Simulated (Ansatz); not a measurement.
A made-up structure of CH3MgO, doublet:

O1  (-0.602, -1.422, -1.162)
C2  (0.370, -0.400, -0.559)
Mg3  (0.220, 1.192, 1.097)
H4  (-1.557, -1.349, -0.677)
H5  (1.430, -0.543, -1.160)
H6  (0.139, 2.522, 2.461)
(Å)

It is relaxed with PBE-D4/def2-SVP and then PBE0-D4/def2-TZVP (Ansatz 0.2.0). Atoms count as bonded within 1.22 times the sum of their covalent radii (H–H: 0.88 Å). The end point is not checked to be a true minimum.

(1) Does its bonding change? (Judge from chemistry; the calculation decides.)

## Answers

(1) The calculation gives: No: no bond forms or breaks.

Where it ends: The first stage lowers the energy by 1.09 eV in 5 steps. It ends as CH₃MgO ([OH][CH][MgH]):
O1  (-0.537, -1.270, -1.038)
C2  (0.330, -0.357, -0.499)
Mg3  (0.195, 1.064, 0.980)
H4  (-1.390, -1.205, -0.605)
H5  (1.277, -0.484, -1.035)
H6  (0.126, 2.253, 2.197)
(Å)

Labels in which every atom is bracketed show which atoms are joined, not bond orders.

For scale, one of the runs: PBE0-D4/def2-TZVP relaxation, 112 basis functions, launched by `ansatz run in.yaml --threads 2 --pin off --events-out ev --progress --plain --max-ram 4352MiB`. The run took about 15 s on 2 CPU threads of an Arm Neoverse V1 (shared host).
